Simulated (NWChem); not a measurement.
System meant: SO, triplet; SMILES O=S

NWChem input:

```
start job
memory heap 200 mb stack 900 mb global 1100 mb
geometry units angstroms noautoz
  O      0.000000     0.000000    -0.995398
  S      0.000000     0.000000     0.506377
end
basis spherical
  O library def2-svp
  S library def2-svp
end
dft
  odft
  mult 3
  xc b3lyp
  iterations 4
  mulliken
end
task dft energy
```

End of the output:

```
     --------------------------
     Expectation value of S2:
     --------------------------
      <S2> =      2.0055 (Exact =     2.0000)

 center of mass
 --------------
 x =   0.00000000 y =   0.00000000 z =  -0.00035006

 moments of inertia (a.u.)
 ------------------
          85.865280307341           0.000000000000           0.000000000000
           0.000000000000          85.865280307341           0.000000000000
           0.000000000000           0.000000000000           0.000000000000

     Multipole analysis of the density
     ---------------------------------

     L   x y z        total         alpha         beta         nuclear
     -   - - -        -----         -----         ----         -------
     0   0 0 0     -0.000000    -13.000000    -11.000000     24.000000

     1   1 0 0     -0.000000     -0.000000     -0.000000      0.000000
     1   0 1 0     -0.000000     -0.000000     -0.000000      0.000000
     1   0 0 1      0.642728      0.309541      0.333186      0.000000

     2   2 0 0    -12.777955     -7.744395     -5.033560      0.000000
     2   1 1 0      0.000000     -0.000000      0.000000      0.000000
     2   1 0 1      0.000000     -0.000000      0.000000      0.000000
     2   0 2 0    -12.777955     -7.744395     -5.033560      0.000000
     2   0 1 1      0.000000      0.000000      0.000000      0.000000
     2   0 0 2    -13.456427    -31.296851    -25.113827     42.954250

 ------------------------------------------------------------------------
 dft energy failed                                                                                  0
 ------------------------------------------------------------------------
 ------------------------------------------------------------------------
  current input line :
    18: task dft energy
 ------------------------------------------------------------------------
 ------------------------------------------------------------------------
 This type of error is most commonly associated with calculations not reaching convergence criteria
 ------------------------------------------------------------------------
 For more information see the NWChem manual at https://nwchemgit.github.io

0:dft energy failed:Received an Error in Communication
```

Task: What is wrong, and how is it mended?

Result: The run did not converge; its last values are not results. Cause: the SCF was allowed too few iterations. This input runs:
```
start job
memory heap 200 mb stack 900 mb global 1100 mb
geometry units angstroms noautoz
  O      0.000000     0.000000    -0.995398
  S      0.000000     0.000000     0.506377
end
basis spherical
  O library def2-svp
  S library def2-svp
end
dft
  odft
  mult 3
  xc b3lyp
  iterations 150
  mulliken
end
task dft energy
```
It converges to -473.18550 Ha (B3LYP/def2-SVP, spin-unrestricted).
